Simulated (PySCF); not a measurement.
Gas-phase reaction: BHCl2 + HCl → BH2Cl + Cl2

Computed with PySCF (xtb for GFN2) and rigid-rotor harmonic-oscillator thermochemistry at 1 bar. † marks an energy on the PBE0/def2-TZVP geometry and frequencies; other levels use their own. All species are closed-shell singlets. BH2Cl: computed as isolated molecules; such fragments, hydroxides, amides, oligomers or adducts are transient or little studied in the gas.

PBE0/def2-TZVP gives ΔH°(298 K) = 261 kJ.

**Question.** What do PBE/def2-SVP, GFN2-xTB, r2SCAN/def2-TZVP† give?

**Answer.** PBE/def2-SVP: 276 kJ; GFN2-xTB: 135 kJ; r2SCAN/def2-TZVP†: 268 kJ. For scale, ΔH°(298 K) is 261 kJ at this level, 261 kJ at ωB97M-V/def2-TZVP†, and runs from 135 to 310 kJ over the 20 levels computed († marks an energy on the PBE0/def2-TZVP geometry).
